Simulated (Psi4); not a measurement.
Psi4 input (wB97X-D/6-311+G**):

```
memory 1500 MB

molecule {
0 1
C    -0.05249934    0.66361634   -0.00082491
O    -0.03987542   -0.75703536    0.00178984
H    -1.09784462    0.96908472    0.00748358
H     0.87401456   -1.05773522   -0.00540936
H     0.43649641    1.08332517    0.88540014
H     0.42133308    1.07991017   -0.89684359
symmetry c1
no_reorient
no_com
}

set {
  basis 6-311+G**
  reference rks
  scf_type pk
  dft_radial_points 99
  dft_spherical_points 590
  e_convergence 1e-8
  d_convergence 1e-7
  maxiter 150
}

e = energy('wb97x-d')
print_out(f'\nFINAL {e:.10f} DIPOLE {variable("CURRENT DIPOLE")[0]:.6f} {variable("CURRENT DIPOLE")[1]:.6f} {variable("CURRENT DIPOLE")[2]:.6f}\n')
```

From the last part of the output:

```
    Doubly Occupied:

       1A    -19.249201     2A    -10.325294     3A     -1.125117
       4A     -0.783912     5A     -0.600953     6A     -0.530943
       7A     -0.515964     8A     -0.425487     9A     -0.365395

    Virtual:

      10A      0.064559    11A      0.083517    12A      0.105379
      13A      0.107296    14A      0.210016    15A      0.226316
      16A      0.233019    17A      0.244356    18A      0.274898
      19A      0.283785    20A      0.291616    21A      0.301449
      22A      0.377411    23A      0.474918    24A      0.495538
      25A      0.592266    26A      0.620710    27A      0.671127
      28A      0.674978    29A      0.741803    30A      0.927519
      31A      1.020385    32A      1.070842    33A      1.104259
      34A      1.199129    35A      1.285245    36A      1.453193
      37A      1.494219    38A      1.531667    39A      1.596492
      40A      1.622067    41A      1.626578    42A      1.737369
      43A      1.764186    44A      1.876722    45A      2.084443
      46A      2.113579    47A      2.203198    48A      2.284814
      49A      2.466445    50A      2.485497    51A      2.555932
      52A      2.566897    53A      2.574525    54A      2.748723
      55A      2.899704    56A      3.052858    57A      3.163919
      58A      3.287495    59A      3.374086    60A      3.817501
      61A      3.874505    62A      3.997508    63A      4.075032
      64A      5.098143    65A      5.442989    66A      5.738176
      67A     24.022590    68A     50.020186

    Final Occupation by Irrep:
              A
    DOCC [     9 ]
    NA   [     9 ]
    NB   [     9 ]

  @RKS Final Energy:  -115.72339655691628

   => Energetics <=

    Nuclear Repulsion Energy =             40.2734740439154066
    One-Electron Energy =                -236.9242259986407930
    Two-Electron Energy =                  91.5949951092125900
    DFT Exchange-Correlation Energy =     -10.6668044480712823
    Empirical Dispersion Energy =          -0.0008352633322114
    VV10 Nonlocal Energy =                  0.0000000000000000
    Total Energy =                       -115.7233965569162848

Computation Completed

Properties will be evaluated at   0.000000,   0.000000,   0.000000 [a0]

Properties computed using the SCF density matrix

 Multipole Moments:

 ------------------------------------------------------------------------------------
     Multipole            Electronic (a.u.)      Nuclear  (a.u.)        Total (a.u.)
 ------------------------------------------------------------------------------------

 L = 1.  Multiply by 2.5417464519 to convert [e a0] to [Debye]
 Dipole X            :          0.6016174            0.0000001            0.6016174
 Dipole Y            :          0.4525500            0.0000000            0.4525500
 Dipole Z            :         -0.0059858            0.0000001           -0.0059857
 Magnitude           :                                                    0.7528485

 ------------------------------------------------------------------------------------

FINAL -115.7233965569 DIPOLE 0.601617 0.452550 -0.005986

*** Psi4 exiting successfully. Buy a developer a beer!
```
